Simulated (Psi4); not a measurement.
Psi4 input (wB97X-D/6-311+G**):

```
memory 1500 MB

molecule {
-1 1
O    -0.00000000   -0.00000000   -0.10780208
H     0.00000000    0.00000000    0.86241660
symmetry c1
no_reorient
no_com
}

set {
  basis 6-311+G**
  reference rks
  scf_type pk
  dft_radial_points 99
  dft_spherical_points 590
  e_convergence 1e-8
  d_convergence 1e-7
  maxiter 150
}

e = energy('wb97x-d')
print_out(f'\nFINAL {e:.10f} DIPOLE {variable("CURRENT DIPOLE")[0]:.6f} {variable("CURRENT DIPOLE")[1]:.6f} {variable("CURRENT DIPOLE")[2]:.6f}\n')
```

Q: What final total energy does it give?

A: -75.79611 Eh.
